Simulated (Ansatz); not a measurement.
Consider the formal exchange of groups at a B–O bond: `OB(O)O` + `C/N=C\N` → `OBO` + `C/N=C(\N)O`.

Program: Ansatz. Geometries: PBE0-D4/def2-TZVP. ΔE: electronic, gas phase. CBS: MP2 limit from def2 TZ/QZ plus the TZ coupled-cluster correction, frozen cores. This one scheme is used for every species. Double bonds are as drawn, so ΔE can hold a change between cis and trans. Functionals use def2-TZVPP. One conformer a species, not always the lowest.

| species | PBE0 energy (Eh) |
| --- | --- |
| `OB(O)O` | -252.33549 |
| `C/N=C\N` | -189.16310 |
| `OBO` | -177.08563 |
| `C/N=C(\N)O` | -264.36554 |

Task: Work out ΔE.

Result: ΔE = (-177.08563) + (-264.36554) − (-252.33549) − (-189.16310) = 0.04742 Eh = +1.29 eV. CCSD(T)/CBS gives +1.39 eV.

Largest T1 diagnostic among the species: 0.013.

From PBE to PBE0 (25 % exact exchange), in def2-TZVPP and without D4, ΔE moves by +0.03 eV.
